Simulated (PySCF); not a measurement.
**Electron affinity of Al by level of theory**

Al⁻ [Ne] 3s2 3p2 (3P) → Al [Ne] 3s2 3p1 (2P), as a difference of total energies. Computed with PySCF 2.14 in def2-TZVPPD (6s5p4d1f, 48 functions), with the non-relativistic Hamiltonian (point nucleus). Correlated levels: valence and next inner shell: 1s2 frozen. The calculations carry no spin-orbit coupling.

```json
{"method": "UHF", "electron affinity (eV)": "-0.278", "error (eV)": "-0.711"}
{"method": "MP2 (valence and next inner shell)", "electron affinity (eV)": "0.026", "error (eV)": "-0.407"}
{"method": "SCS-MP2 (valence and next inner shell)", "electron affinity (eV)": "-0.047", "error (eV)": "-0.480"}
{"method": "CCSD (valence and next inner shell)", "electron affinity (eV)": "0.055", "error (eV)": "-0.378"}
{"method": "CCSD(T) (valence and next inner shell)", "electron affinity (eV)": "0.093", "error (eV)": "-0.340"}
```

Reference: 0.433 eV (measured; photodetachment measurements, as compiled on the Wikipedia data page of electron affinities).

Errors of the correlated levels include the incompleteness of this basis and the frozen core.

A negative affinity means that the anion lies above the atom at that level of theory.
